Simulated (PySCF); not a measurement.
Species: CH3NO.
SMILES: `CN=O`

All values: PBE0/pcSseg-1 (PySCF, non-relativistic), on one gas-phase PBE0-D3(BJ)/def2-SVP geometry that isn't relaxed in the solvent. The solvent is an IEF-PCM continuum (cavity from Bondi-type radii × 1.2). Only the electrostatic response of the medium enters.

```csv
run,E − E(gas) (kcal/mol),HOMO (eV),HOMO–LUMO gap (eV),dipole (D)
gas,0.00,-6.60,4.46,2.51
P,-4.03,-6.69,4.52,3.14
Q,-2.88,-6.65,4.50,2.96
```

Task: The runs were made in chloroform and water. Which run belongs to which solvent?

Result: P = water, Q = chloroform. The dielectric constants are 4.711 (chloroform), 78.36 (water), and the energy falls further as ε rises. In this model the ground state sees the solvent through ε alone.

Task: How constant is the ratio of the lowering to (ε − 1)/(2ε + 1)?

Result: 
```
   solvent  (ε − 1)/(2ε + 1)  E − E(gas) (kcal/mol)  ratio (kcal/mol)  polarisation term (kcal/mol)
chloroform             0.356                  -2.88              -8.1                         -3.25
     water             0.490                  -4.03              -8.2                         -4.75
```

The ratio changes by +1.5 % in size from chloroform to water. The polarisation term is half the interaction of the solute with the induced surface charges.
